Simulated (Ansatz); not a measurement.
The input, for Ansatz 0.2.0:

```yaml
crystal:
  periodic: [false, false, false]
  atoms:
    - {symbol: Mo, position_ang: [0.000000, 0.000000, 0.000000]}
    - {symbol: Cl, position_ang: [0.000000, 0.000000, 2.280600]}
basis:
  gaussian: {orbitals: def2-SVP}
magnetization: {spin_polarized: true, initial_magnetization: 5}
hamiltonian: {xc: {name: PBE0}}
output: {forces: true, orbitals: {seedname: orbitals}}
```

```sh
$ ansatz run in.yaml --threads 1 --pin off --events-out ev --progress --plain --max-ram 2393MiB
```

Log:

```
485 factors; integrals over basis functions are off by at most 1.0e-3 eV
mean field evaluation 1: about -14366.6514 eV, gradient 1.8e1 eV
mean field evaluation 2: about -14365.1236 eV, gradient 2.6e1 eV
mean field evaluation 4: about -14369.1421 eV, gradient 1.7e0 eV
mean field evaluation 8: about -14369.2183 eV, gradient 2.1e-1 eV
mean field evaluation 16: about -14369.2186 eV, gradient 2.6e-4 eV
mean field -14369.21856566 eV, -528.0590424818 hartree, gradient 2.6e-5 eV, S^2 8.764495; 1 other end points of the search recorded, 0 dependent functions left out
the calculation of the forces begins
reference -14369.21859607 eV, -528.0590435995 hartree; 18, 13 occupied and 31, 36 virtual orbitals, 485 factors
Total energy: -14369.21859607 eV, -528.0590435995 hartree
Atom 0 at     0.000000     0.000000     0.000000 Å, force    -0.000000    -0.000000    -0.248490 eV/Å
Atom 1 at     0.000000     0.000000     2.280600 Å, force     0.000000     0.000000     0.248490 eV/Å
Dipole moment:     0.000000     0.000000    -0.857182 e Å
```

Forces (eV/Å):
```
Mo   0.000  0.000 -0.248
Cl   0.000  0.000  0.248
```

Ran on 1 thread of Arm Neoverse V1, shared host: 3 s wall, 0.12 GiB peak host memory.
